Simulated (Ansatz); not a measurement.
A made-up structure of CH₃Si, doublet:

C1  (-0.217, 0.404, -0.328)
Si2  (0.425, -0.791, 0.642)
H3  (0.972, -1.808, 1.468)
H4  (-1.102, 0.263, -0.895)
H5  (0.229, 1.361, -0.424)
(Å)

It is relaxed with PBE-D4/def2-SVP and then PBE0-D4/def2-TZVP (Ansatz 0.2.0). Atoms count as bonded within 1.22 times the sum of their covalent radii (H–H: 0.88 Å). The end point is not checked to be a true minimum.

Does its bonding change? (Judge from chemistry; the calculation decides.)

Computed: No: no bond forms or breaks.

Where it ends: The first stage lowers the energy by 1.12 eV in 13 steps. It ends as CH₃Si ([CH2][SiH]):
```
5
angstrom
C -0.2568 0.3007 -0.3142
Si 0.0446 -1.1631 0.5051
H 1.2062 -1.3111 1.4367
H -1.0858 0.4470 -0.9954
H 0.3990 1.1556 -0.1685
```

Labels in which every atom is bracketed show which atoms are joined, not bond orders.

For scale, one of the runs: PBE0-D4/def2-TZVP relaxation, 86 basis functions, launched by `ansatz run in.yaml --threads 2 --pin off --events-out ev --progress --plain --max-ram 4352MiB`. The run took about 9.5 s on 2 CPU threads of an Arm Neoverse V1 (shared host).
